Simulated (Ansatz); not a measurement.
## Ansatz (development build ahead of 0.2.0) run

```yaml
crystal:
  periodic: [false, false, false]
  atoms:
    - { symbol: Li, position_ang: [0.0, 0.0, 0.0] }
    - { symbol: H, position_ang: [1.43344, 0.0, 0.8276] }
    - { symbol: H, position_ang: [-1.43344, 0.0, 0.8276] }
basis:
  gaussian: { orbitals: "6-31G" }
magnetization:
  initial_magnetization: 1
hamiltonian:
  xc: hf
correlation:
  method: fci
  frozen_orbitals: { H: 0, Li: 0 }
```

The input is written out in the form of the current development build from the run's settings.

Results

```
Converged    : yes
Total energy : -8.49672 hartree
State        : lowest doublet root, of any spatial symmetry
```
